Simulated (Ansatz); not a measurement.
## Ba2RuN2: computed properties

Computed with DFT PBE, scalar-relativistic, plane waves, PAW (Ansatz 0.2.0).

Settings: cutoff 420 eV, Γ-centred mesh 12×12×12 on the computed 5-atom cell, Gaussian smearing of 0.10 eV; no spin polarisation.

The structure is relaxed at this level of theory with its symmetry kept. Whether it is the stable form of this composition wasn't checked.

```xyz
5
Lattice="-2.0893 2.0893 6.5663 2.0893 -2.0893 6.5663 2.0893 2.0893 -6.5663" Properties=species:S:1:pos:R:3 pbc="T T T"
Ba    0.0000    0.0000    1.8184
Ba    0.0000    0.0000   11.3142
Ru    0.0000    0.0000    6.5663
N     0.0000    0.0000    8.3817
N     0.0000    0.0000    4.7510
```

| Quantity | Value |
| --- | --- |
| Space group | I4/mmm (No. 139) |
| Volume per atom | 22.93 Å³ |
| Formation energy from the elements' standard states (uncorrected) | -0.392 eV/atom |
| Kohn–Sham band gap | zero, with almost no states at the Fermi level |
| Density of states at the Fermi level | 0.00 states/eV per cell (so small that it hangs on the mesh: a semimetal, or crossings between mesh points) |
| Bulk modulus | 55 GPa |
| Its pressure derivative | 4.7 |
| Bader charges (e) | Ba (2 in the cell) 1.31, Ru (1 in the cell) 0.12, N (2 in the cell) -1.37 |

Spin-orbit coupling is left out, which matters for the bands of heavy elements.

A ferromagnetic start lost its moments in a first run, so spin was left out; other magnetic orders weren't tried.

Cost: 9 runs of about 12 core-minutes in all, on Intel Xeon 6975P-C (Granite Rapids) (shared hosts).